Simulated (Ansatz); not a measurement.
# H2SO2 (SMILES OSO): one structure at several levels

Aim: energy, forces and dipole at a structure displaced at random from a GFN2-xTB minimum, from CCSD(T) and from density functionals.

Computed with Ansatz 0.2.0, Gaussian basis. Level: single points in def2-TZVPP.

Cores are frozen in the correlated methods.

## Step 1: Starting geometry

SMILES `OSO`, 5 atoms, charge 0, spin multiplicity 1.

Atoms are counted from 1 here; the program's logs count them from 0.

Bond lengths: O1–S2 1.655 Å, O1–H4 1.028 Å, S2–O3 1.733 Å, O3–H5 1.009 Å. Angles: S2–O1–H4 111.2°, O1–S2–O3 103.0°, S2–O3–H5 112.2°.

Coordinates:

| atom | x (Å) | y (Å) | z (Å) |
| --- | --- | --- | --- |
| O1 | -1.1656 | 0.1920 | -0.7149 |
| S2 | -0.4921 | -0.7577 | 0.4611 |
| O3 | 0.7705 | 0.2451 | 1.0970 |
| H4 | -0.6852 | 0.0656 | -1.6152 |
| H5 | 1.6211 | 0.1723 | 0.5601 |

## Step 2: CCSD(T)/def2-TZVPP

Contents of run/in.yaml:

```yaml
crystal:
  periodic: [false, false, false]
  atoms:
    - {symbol: O, position_ang: [-1.165600, 0.192000, -0.714900]}
    - {symbol: S, position_ang: [-0.492100, -0.757700, 0.461100]}
    - {symbol: O, position_ang: [0.770500, 0.245100, 1.097000]}
    - {symbol: H, position_ang: [-0.685200, 0.065600, -1.615200]}
    - {symbol: H, position_ang: [1.621100, 0.172300, 0.560100]}
basis:
  gaussian: {orbitals: def2-TZVPP}
correlation: {method: ccsd_t}
output: {forces: true}
```

The command line of these runs was not kept.

## Step 3: PBE0-D4/def2-TZVPP

run/in.yaml, as its differences from that of step 2:

```diff
@@ -10,3 +10,3 @@
   gaussian: {orbitals: def2-TZVPP}
-correlation: {method: ccsd_t}
-output: {forces: true}
+hamiltonian: {xc: pbe0, dispersion: d4}
+output: {forces: true, orbitals: {seedname: orbitals}}
```

## Step 4: wB97M-V/def2-TZVPP

run/in.yaml, as its differences from that of step 3:

```diff
@@ -10,3 +10,3 @@
   gaussian: {orbitals: def2-TZVPP}
-hamiltonian: {xc: pbe0, dispersion: d4}
-output: {forces: true, orbitals: {seedname: orbitals}}
+hamiltonian: {xc: {name: wB97M-V}}
+output: {forces: true}
```

## Step 5: r2SCAN-D4/def2-TZVPP

run/in.yaml, as its differences from that of step 4:

```diff
@@ -10,3 +10,3 @@
   gaussian: {orbitals: def2-TZVPP}
-hamiltonian: {xc: {name: wB97M-V}}
+hamiltonian: {xc: r2scan, dispersion: d4}
 output: {forces: true}
```

## Step 6: PBE-D4/def2-TZVPP

run/in.yaml, as its differences from that of step 5:

```diff
@@ -10,3 +10,3 @@
   gaussian: {orbitals: def2-TZVPP}
-hamiltonian: {xc: r2scan, dispersion: d4}
+hamiltonian: {xc: pbe, dispersion: d4}
 output: {forces: true}
```

## Step 7: SPW92/def2-TZVPP

run/in.yaml, as its differences from that of step 6:

```diff
@@ -10,3 +10,3 @@
   gaussian: {orbitals: def2-TZVPP}
-hamiltonian: {xc: pbe, dispersion: d4}
+hamiltonian: {xc: lda}
 output: {forces: true}
```

## Step 8: revPBE-D4/def2-TZVPP

run/in.yaml, as its differences from that of step 7:

```diff
@@ -10,3 +10,3 @@
   gaussian: {orbitals: def2-TZVPP}
-hamiltonian: {xc: lda}
+hamiltonian: {xc: {name: revPBE}, dispersion: d4}
 output: {forces: true}
```

(Steps that only read results are left out.)

What does the calculation give? Wanted: energy less free atoms, CCSD(T)/def2-TZVPP; RMS force component; RMS force error; HOMO and LUMO, PBE0-D4; T1 diagnostic.

The runs gave:

| quantity | value |
| --- | --- |
| energy less free atoms, CCSD(T)/def2-TZVPP | -1453.4 kJ/mol |
| RMS force component | 0.930 to 1.300 eV/Å over the methods |
| RMS force error | PBE0-D4 0.185, wB97M-V 0.154, r2SCAN-D4 0.076, PBE-D4 0.311, SPW92 0.355, revPBE-D4 0.357 eV/Å |
| HOMO and LUMO, PBE0-D4 | -6.73 and -0.60 eV |
| T1 diagnostic | 0.016 |

In words: Against CCSD(T) the functionals' energies less atoms differ by -442.0 to -46.8 kJ/mol, PBE-D4 by -152.5 kJ/mol. A larger basis would deepen the CCSD(T) value, while the functionals are nearly converged already, so the order here is not reliable. On forces the order runs from r2SCAN-D4 to revPBE-D4. Frozen-core CCSD(T) forces in triple zeta carry basis errors of their own, and this is one geometry, so small gaps rank nothing.
